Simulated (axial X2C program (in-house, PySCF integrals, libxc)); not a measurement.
# PO: bond curves with and without spin–orbit coupling

Aim: find the lowest determinant of PO, scan the bond at several levels and fit the constants, once spin-free and once with spin–orbit coupling.

Method: all-electron X2C, P dyall-v3z, O dyall-av3z; program: an in-house X2C program for linear molecules on PySCF integrals.

All values are calculated.

### Step 1. Set-up

Input file task.json:

```json
{
 "zs": [
  15,
  8
 ],
 "q": 0,
 "bas": [
  "dyall-v3z",
  "dyall-av3z"
 ],
 "levels": [
  "PBE0",
  "HF",
  "LDA"
 ],
 "cc": true,
 "r0": 1.59,
 "thr": -2.0,
 "nmax": 90,
 "npts": 10,
 "nst": 2,
 "ntry": 6
}
```

Keys: zs atomic numbers; q charge; bas basis sets; levels methods (HF also brings MP2); cc coupled cluster on or off; r0 starting distance in Å; thr threshold in hartree for freezing inner shells (an s shell follows its p shell); nmax most natural virtual spinors; npts points asked for on the curve; nst determinants followed; ntry starts of the search.

On the command line:

```
$ python so2c.py task.json out
```

Spin-free means the one-electron spin-free X2C Hamiltonian; two-component (2c) means X2C with spin–orbit coupling and atomic mean-field two-electron Coulomb and Gaunt terms. Basis: P dyall-v3z contracted to [8s7p2d1f], O dyall-av3z contracted to [7s6p3d2f]; Gaussian nuclei, density fitting. Masses: P 30.974 u, O 15.995 u.

Notation: σ, π±, δ± give the projection m of an orbital's angular momentum (0, ±1, ±2), α and β its spin, Λ and M_S the sums; ω is the projection of a spinor's total angular momentum and Ω the sum. Logs are in hartree.

The results follow Hamiltonian by Hamiltonian and level by level.

### Step 2. Search for the lowest determinant

PBE0 moves the distance from 1.590 Å to 1.487 Å and compares determinants there.

Spin-free determinants:

```tsv
ΔE (eV)	state	open shells
0.00	M_S = 1/2, Λ = 1	beyond closed shells: π+α
4.00	M_S = 3/2, Λ = 0	beyond closed shells: σα, π+α, π-α
4.15	M_S = 1/2, Λ = 0	beyond closed shells: σα
4.26	M_S = 3/2, Λ = 1	beyond closed shells: 2 × π+α, π+β, 2 × π-α
4.97	M_S = 1/2, Λ = 0	beyond closed shells: σβ, π+α, π-α
5.48	M_S = 1/2, Λ = 0	beyond closed shells: σα, π+β, π-α
5.48	M_S = 1/2, Λ = 2	beyond closed shells: σα, π+α, π+β
```

Two-component determinants:

```json
{"ΔE (eV)": "0.00", "state": "Ω = 1/2", "open shells": "excess of +ω over −ω: ω = 1/2"}
{"ΔE (eV)": "0.03", "state": "Ω = 3/2", "open shells": "excess of +ω over −ω: ω = 3/2"}
{"ΔE (eV)": "4.26", "state": "Ω = 5/2", "open shells": "excess of +ω over −ω: ω = -1/2, 2 × ω = 3/2"}
{"ΔE (eV)": "4.28", "state": "Ω = 1/2", "open shells": "excess of +ω over −ω: 2 × ω = -1/2, ω = 3/2"}
{"ΔE (eV)": "5.52", "state": "Ω = 3/2", "open shells": "excess of +ω over −ω: ω = 3/2"}
{"ΔE (eV)": "5.57", "state": "Ω = 5/2", "open shells": "excess of +ω over −ω: 2 × ω = 1/2, ω = 3/2"}
```

### Step 3. PBE0, spin-free

State followed: M_S = 1/2, Λ = 1 (beyond closed shells: π+α). The scan is laid around 1.487 Å, a first estimate of the minimum, and this SCF restarts from the orbitals of the search.

Output at 1.487 Å:

```text
spin-free X2C-1e  PBE0
basis functions 100  fitting functions 575  grid points 4353
iter        total energy     max residual
   1       -417.258926399     8.47e-05
   2       -417.258926551     7.87e-05
   3       -417.258926604     8.91e-05
   4       -417.258926620     6.79e-05
   5       -417.258926654     7.27e-06
   6       -417.258926654     1.58e-06
converged
one-electron -661.29314318  Coulomb 232.99320130  exact exchange -7.72056940  xc functional -23.94269602  nuclear repulsion 42.70428064
```

Along the bond, energies from the lowest point:

```tsv
R (Å)	E (eV)	μ (D)	HOMO (eV)	LUMO (eV)	iterations
1.294	1.6634	-1.29	-5.09	-2.85	22
1.353	0.6867	-1.54	-5.34	-3.08	19
1.398	0.2686	-1.72	-5.52	-3.25	19
1.442	0.0549	-1.90	-5.70	-3.43	19
1.487	0.0000	-2.07	-5.88	-3.59	6
1.539	0.0885	-2.26	-6.08	-3.79	20
1.591	0.2993	-2.44	-6.27	-3.97	19
1.658	0.6944	-2.66	-6.51	-4.20	20
1.740	1.2950	-2.90	-6.77	-4.44	24
1.859	2.2239	-2.93	-7.03	-4.43	26
```

Dipoles are positive if O is the positive end.

Outer orbitals at the reference distance:

```tsv
symmetry	occupied	ε (eV)	atomic character
σα	yes	-28.73	65% O s, 11% P p, 11% P s
σβ	yes	-28.36	64% O s, 12% P p, 11% P s
σα	yes	-15.91	43% P s, 34% O p, 11% O s
σβ	yes	-15.05	41% O p, 38% P s, 12% O s
π+α	yes	-11.65	71% O p, 23% P p, 3% P d
σα	yes	-11.14	49% O p, 27% P p, 14% P s
π-α	yes	-11.07	70% O p, 24% P p, 3% P d
π-β	yes	-10.67	72% O p, 21% P p, 4% P d
π+β	yes	-10.67	72% O p, 21% P p, 4% P d
σβ	yes	-10.64	42% O p, 30% P p, 19% P s
π+α	yes	-5.88	60% P p, 20% O p, 10% P d
π-α	no	-3.59	59% P p, 21% O p, 11% P d
π+β	no	-2.64	62% P p, 19% O p, 10% P d
π-β	no	-2.64	62% P p, 19% O p, 10% P d
σα	no	0.41	47% P p, 28% P d, 15% O s
```

PBE0 fields in the half plane through the axis: z from -2.4 to 3.6 Å across, distance from the axis 0.15 to 2.25 Å upwards; P lies at z = 0 and O at z = 1.487 Å; the ELF is damped to zero where the density is low.

log10 density (e/bohr³). Ten even steps from '0' (-5.30 ) to '9' (1.15 ):
```
011223333332222211100
112233344433333222110
122334444444443332210
223344555555544433221
233445566555555544321
234455666666666654322
234456677767777654432
234556689877898765432
```

ELF. Ten even steps from ' ' (0.00 ) to '@' (0.93 ):
```
          ..::::....                      
        ::==++++==::..                    
      ::++######**==::..  ......          
    ..==##%%@@@@%%**--::::----::..        
    ::++%%@@@@@@%%**====++****++--::      
    --**%%@@@@%%++==++**##%%%%%%**--..    
    --##@@@@##  ::  ++%%%%%%@@@@##++::    
  ..--##@@@@..%%**%%::%%++==##@@%%++::    
```

Re = 1.483 Å, ωe = 1273 cm⁻¹, ωexe = 5.51 cm⁻¹, Be = 0.7269 cm⁻¹, De = 5.81 eV, μ = -2.05 D.

### Step 4. HF, spin-free

The SCF at the reference distance of 1.487 Å:

```text
spin-free X2C-1e  HF
basis functions 100  fitting functions 575  grid points 4353
iter        total energy     max residual
   1       -416.477938832     1.19e-01
   2       -416.493074540     7.61e-03
   3       -416.493783920     9.30e-03
   4       -416.494139897     2.90e-03
   5       -416.494172574     8.14e-04
   6       -416.494192578     1.09e-03
   7       -416.494205268     8.59e-04
   8       -416.494221702     7.09e-04
   9       -416.494239165     7.64e-04
  10       -416.494254942     7.41e-04
  11       -416.494261392     3.76e-04
  12       -416.494262464     7.89e-05
  13       -416.494262602     2.54e-05
  14       -416.494262626     1.81e-05
  15       -416.494262631     6.11e-06
  16       -416.494262631     1.52e-06
converged
one-electron -661.01399130  Coulomb 232.74977914  exact exchange -30.93433112  xc functional 0.00000000  nuclear repulsion 42.70428064
```

No constants are quoted: the solution changes its character somewhere along the scan, so the fit is set aside.

### Step 5. LDA, spin-free

The SCF at the reference distance of 1.487 Å:

```text
spin-free X2C-1e  LDA
basis functions 100  fitting functions 575  grid points 4353
iter        total energy     max residual
   1       -415.671568727     3.94e-01
   2       -415.677504030     3.08e-02
   3       -415.680383358     1.01e-01
   4       -415.681154883     1.38e-02
   5       -415.681192599     1.71e-03
   6       -415.681193419     8.03e-04
   7       -415.681193522     5.75e-05
   8       -415.681193526     6.56e-05
   9       -415.681193527     1.52e-06
converged
one-electron -661.10372468  Coulomb 232.72625733  exact exchange 0.00000000  xc functional -30.00800682  nuclear repulsion 42.70428064
```

Re = 1.493 Å, ωe = 1220 cm⁻¹, ωexe = 5.75 cm⁻¹, Be = 0.717 cm⁻¹, De = 7.66 eV, μ = -1.93 D.

### Step 6. MP2 and beyond, spin-free

Correlated methods: 11 electrons correlated (frozen shells, counted by type: P 2 s, 1 p; O 1 s), 167 virtual spinors in MP2, 90 natural virtuals in coupled cluster.

Output of the correlated part at 1.487 Å:

```text
correlated 11  virtual 167  natural virtual 90  E(MP2) -0.372793346  MP2 remainder -0.011460390
iter   CCSD correlation   residual
   1     -0.350340777   1.69e-01
   2     -0.363584654   7.96e-02
   3     -0.368060163   2.86e-02
   4     -0.368186721   1.09e-02
   5     -0.368439824   5.50e-03
   6     -0.368447241   2.43e-03
   7     -0.368473658   9.47e-04
   8     -0.368485232   3.73e-04
   9     -0.368478957   1.70e-04
  10     -0.368483167   6.22e-05
  11     -0.368481096   2.46e-05
  12     -0.368481108   9.98e-06
(T) -0.019125907  T1 0.0360  D1 0.0741  max T2 0.078
```

T1 in the output is the amplitude norm over the root of the electron number; divide by √2 for the Lee–Taylor value.

MP2: No constants are quoted: the reference changes its character somewhere along the scan, so the fit is set aside.

CCSD: No constants are quoted: the reference changes its character somewhere along the scan, so the fit is set aside.

CCSD(T): No constants are quoted: the reference changes its character somewhere along the scan, so the fit is set aside.

### Step 7. The spin-free curves together

Energy (eV) of the followed determinant, spin-free, from each level's lowest point:

```tsv
R (Å)	PBE0	HF (jumps)	MP2 (its reference jumps)	CCSD (its reference jumps)	CCSD(T) (its reference jumps)	LDA
1.294	1.663	1.272	1.868	n/a	n/a	1.747
1.353	0.687	0.424	0.829	0.713	0.798	0.753
1.398	0.269	0.108	0.361	0.285	0.344	0.317
1.442	0.055	0.000	0.096	0.062	0.092	0.081
1.487	0.000	0.052	0.000	0.000	0.000	0.000
1.539	0.089	0.210	0.803	0.123	0.121	0.055
1.591	0.299	0.358	1.414	0.369	0.357	0.229
1.658	0.694	0.582	1.955	0.794	0.772	0.573
1.740	1.295	0.906	2.478	n/a	n/a	1.111
1.859	2.224	1.439	3.135	n/a	n/a	2.002
```

### Step 8. PBE0, 2c

State followed: Ω = 1/2 (excess of +ω over −ω: ω = 1/2). The scan is laid around 1.487 Å, a first estimate of the minimum, and this SCF restarts from the orbitals of the search.

Output at 1.487 Å:

```text
two-component X2C + atomic mean field  PBE0
basis functions 100  fitting functions 575  grid points 4353
iter        total energy     max residual
   1       -417.207573176     8.86e-05
   2       -417.207573197     5.48e-05
   3       -417.207573205     1.48e-05
converged
one-electron -661.16082672  Coulomb 232.95895874  exact exchange -7.71930730  xc functional -23.93869472  nuclear repulsion 42.70428064  atomic mean-field constant -0.05198385
```

Along the bond, energies from the lowest point:

```tsv
R (Å)	E (eV)	μ (D)	HOMO (eV)	LUMO (eV)	iterations
1.294	1.6675	-1.30	-5.10	-2.84	22
1.353	0.6893	-1.55	-5.35	-3.06	22
1.398	0.2702	-1.73	-5.53	-3.24	20
1.442	0.0556	-1.90	-5.71	-3.41	20
1.487	0.0000	-2.07	-5.89	-3.58	3
1.539	0.0878	-2.26	-6.09	-3.77	20
1.591	0.2981	-2.44	-6.29	-3.95	20
1.658	0.6927	-2.66	-6.52	-4.18	21
1.740	1.2930	-2.91	-6.78	-4.42	25
1.859	2.2239	-2.94	-7.05	-4.42	27
```

Dipoles are positive if O is the positive end.

Outer spinors at the reference distance:

| ω | occupied | ε (eV) | atomic character | λ mixture |
| --- | --- | --- | --- | --- |
| -1/2 | yes | -28.73 | 65% O s, 11% P p, 11% P s | 100% σ |
| 1/2 | yes | -28.36 | 64% O s, 12% P p, 11% P s | 100% σ |
| -1/2 | yes | -15.90 | 43% P s, 34% O p, 11% O s | 100% σ |
| 1/2 | yes | -15.04 | 41% O p, 38% P s, 12% O s | 100% σ |
| 1/2 | yes | -11.65 | 71% O p, 23% P p, 3% P d | 100% π |
| -1/2 | yes | -11.13 | 49% O p, 27% P p, 14% P s | 100% σ |
| -3/2 | yes | -11.05 | 70% O p, 24% P p, 3% P d | 100% π |
| -1/2 | yes | -10.68 | 72% O p, 21% P p, 4% P d | 100% π |
| 3/2 | yes | -10.66 | 72% O p, 21% P p, 4% P d | 100% π |
| 1/2 | yes | -10.63 | 42% O p, 30% P p, 19% P s | 100% σ |
| 1/2 | yes | -5.89 | 60% P p, 20% O p, 10% P d | 100% π |
| -3/2 | no | -3.58 | 59% P p, 21% O p, 11% P d | 100% π |
| -1/2 | no | -2.65 | 62% P p, 19% O p, 10% P d | 100% π |
| 3/2 | no | -2.62 | 62% P p, 19% O p, 10% P d | 100% π |
| -1/2 | no | 0.41 | 47% P p, 28% P d, 15% O s | 100% σ |

PBE0 fields in the half plane through the axis: z from -2.4 to 3.6 Å across, distance from the axis 0.15 to 2.25 Å upwards; P lies at z = 0 and O at z = 1.487 Å; the ELF is damped to zero where the density is low.

log10 density (e/bohr³). Ten even steps from '0' (-5.30 ) to '9' (1.15 ):
```
011223333332222211100
112233344433333222110
122334444444443332210
223344555555544433221
233445566555555544321
234455666666666654322
234456677767777654432
234556689877898765432
```

ELF. Ten even steps from '0' (0.00 ) to '9' (0.93 ):
```
000001221100000000000
000024554210000000000
000257776421011100000
001478998632233210000
002589998644566532000
003689985456788863100
003799702058889975200
013799186828547985200
```

Re = 1.483 Å, ωe = 1272 cm⁻¹, ωexe = 5.51 cm⁻¹, Be = 0.7267 cm⁻¹, De = 5.82 eV, μ = -2.06 D.

### Step 9. HF, 2c

Output at 1.487 Å:

```text
two-component X2C + atomic mean field  HF
basis functions 100  fitting functions 575  grid points 4353
iter        total energy     max residual
   1       -416.426800401     1.19e-01
   2       -416.441929116     7.68e-03
   3       -416.442638298     9.29e-03
   4       -416.442992706     2.90e-03
   5       -416.443024890     7.85e-04
   6       -416.443044031     1.05e-03
   7       -416.443055868     8.16e-04
   8       -416.443070952     6.83e-04
   9       -416.443086893     7.46e-04
  10       -416.443101268     7.20e-04
  11       -416.443107156     3.60e-04
  12       -416.443108150     7.34e-05
  13       -416.443108280     2.50e-05
  14       -416.443108302     1.78e-05
  15       -416.443108307     5.82e-06
  16       -416.443108308     1.51e-06
converged
one-electron -660.88177959  Coulomb 232.71550817  exact exchange -30.92913368  xc functional 0.00000000  nuclear repulsion 42.70428064  atomic mean-field constant -0.05198385
```

No constants are quoted: the solution changes its character somewhere along the scan, so the fit is set aside.

### Step 10. LDA, 2c

The SCF at the reference distance of 1.487 Å:

```text
two-component X2C + atomic mean field  LDA
basis functions 100  fitting functions 575  grid points 4353
iter        total energy     max residual
   1       -415.620397468     3.94e-01
   2       -415.626338103     3.07e-02
   3       -415.629211138     1.01e-01
   4       -415.629980083     1.38e-02
   5       -415.630017608     1.70e-03
   6       -415.630018424     7.98e-04
   7       -415.630018525     5.59e-05
   8       -415.630018529     6.43e-05
   9       -415.630018531     1.47e-06
converged
one-electron -660.97133953  Coulomb 232.69196072  exact exchange 0.00000000  xc functional -30.00293651  nuclear repulsion 42.70428064  atomic mean-field constant -0.05198385
```

Re = 1.493 Å, ωe = 1219 cm⁻¹, ωexe = 5.75 cm⁻¹, Be = 0.7168 cm⁻¹, De = 7.67 eV, μ = -1.93 D.

### Step 11. Correlated methods, 2c

Correlated methods: 11 electrons correlated (frozen shells, counted by type: P 2 s, 1 p; O 1 s), 167 virtual spinors in MP2, 90 natural virtuals in coupled cluster.

Output of the correlated part at 1.487 Å:

```text
correlated 11  virtual 167  natural virtual 90  E(MP2) -0.372761596  MP2 remainder -0.011458275
iter   CCSD correlation   residual
   1     -0.350310452   1.69e-01
   2     -0.363540398   7.95e-02
   3     -0.367999131   2.85e-02
   4     -0.368117013   1.07e-02
   5     -0.368358638   5.33e-03
   6     -0.368363106   2.35e-03
   7     -0.368387979   9.32e-04
   8     -0.368399370   3.71e-04
   9     -0.368393167   1.70e-04
  10     -0.368397350   6.17e-05
  11     -0.368395302   2.42e-05
  12     -0.368395313   9.60e-06
(T) -0.019114344  T1 0.0356  D1 0.0729  max T2 0.078
```

MP2: No constants are quoted: the reference changes its character somewhere along the scan, so the fit is set aside.

CCSD: No constants are quoted: the reference changes its character somewhere along the scan, so the fit is set aside.

CCSD(T): No constants are quoted: the reference changes its character somewhere along the scan, so the fit is set aside.

### Step 12. A higher determinant, 2c

State: Ω = 3/2 (excess of +ω over −ω: ω = 3/2).

Output at the reference distance:

```text
two-component X2C + atomic mean field  PBE0
basis functions 100  fitting functions 575  grid points 4353
iter        total energy     max residual
   1       -417.206512337     4.67e-05
   2       -417.206512346     2.94e-05
   3       -417.206512351     1.97e-05
converged
one-electron -661.14976564  Coulomb 232.94834027  exact exchange -7.71914144  xc functional -23.93824234  nuclear repulsion 42.70428064  atomic mean-field constant -0.05198385
```

```tsv
R (Å)	E above the lowest PBE0 point (eV)
1.294	1.693
1.353	0.716
1.398	0.298
1.442	0.084
1.487	0.029
1.539	0.117
1.591	0.328
1.658	0.723
1.740	1.323
```

Re = 1.483 Å, ωe = 1273 cm⁻¹, ωexe = 5.52 cm⁻¹, Be = 0.7269 cm⁻¹, μ = -2.05 D. Te = 0.03 eV.

### Step 13. The 2c curves together

Energy (eV) of the followed determinant, 2c, from each level's lowest point:

```tsv
R (Å)	PBE0	HF (jumps)	MP2 (its reference jumps)	CCSD (its reference jumps)	CCSD(T) (its reference jumps)	LDA
1.294	1.667	1.276	1.874	n/a	n/a	1.751
1.353	0.689	0.426	0.833	0.715	0.801	0.755
1.398	0.270	0.109	0.364	0.287	0.345	0.318
1.442	0.056	0.000	0.098	0.063	0.093	0.081
1.487	0.000	0.052	0.000	0.000	0.000	0.000
1.539	0.088	0.212	0.790	0.122	0.119	0.054
1.591	0.298	0.362	1.411	0.368	0.356	0.227
1.658	0.693	0.586	1.955	0.792	0.770	0.571
1.740	1.293	0.911	2.481	n/a	n/a	1.108
1.859	2.224	1.445	3.139	n/a	n/a	1.999
```

The whole job took 91 s on 1 thread of AMD EPYC 7B13 (Zen 3), shared host; peak memory 0.62 GiB.

### Step 14. Results

Lowest determinant that the search found at its distance, spin-free: M_S = 1/2, Λ = 1 (beyond closed shells: π+α).

Lowest determinant that the search found at its distance, 2c: Ω = 1/2 (excess of +ω over −ω: ω = 1/2).

| Hamiltonian | level | Re (Å) | ωe (cm⁻¹) | De (eV) | μ (D) |
| --- | --- | --- | --- | --- | --- |
| spin-free | PBE0 | 1.483 | 1273 | 5.81 | -2.05 |
| spin-free | LDA | 1.493 | 1220 | 7.66 | -1.93 |
| 2c | PBE0 | 1.483 | 1272 | 5.82 | -2.06 |
| 2c | LDA | 1.493 | 1219 | 7.67 | -1.93 |

Dipoles are positive if O is the positive end. No constants: spin-free HF (the solution changes its character somewhere along the scan, so the fit is set aside); spin-free MP2 (the reference changes its character somewhere along the scan, so the fit is set aside); spin-free CCSD (the reference changes its character somewhere along the scan, so the fit is set aside); spin-free CCSD(T) (the reference changes its character somewhere along the scan, so the fit is set aside); 2c HF (the solution changes its character somewhere along the scan, so the fit is set aside); 2c MP2 (the reference changes its character somewhere along the scan, so the fit is set aside); 2c CCSD (the reference changes its character somewhere along the scan, so the fit is set aside); 2c CCSD(T) (the reference changes its character somewhere along the scan, so the fit is set aside).

Time per point (s) on 1 thread of AMD EPYC 7B13 (Zen 3), shared host (2c runs); the times are rough: PBE0 0.34, LDA 0.18.

In words: At PBE0, going from spin-free to two-component changes Re by 0 mÅ, ωe by 0.0 %, which is small (part of it comes from the scalar share of the two-electron terms). De moves by +0.01 eV; both De rest on single-determinant atoms, which can miss part of an open shell's spin–orbit lowering.

De refers to P + O, each in the lowest determinant found, which need not be this curve's own limit. Each curve is one determinant whose occupation by symmetry is held fixed; it was picked as the lowest of a PBE0 search that is not exhaustive. Dissociation energies refer to the lowest single-determinant-based atoms at the same level and basis. Density functionals use the spin component along the axis (collinear).
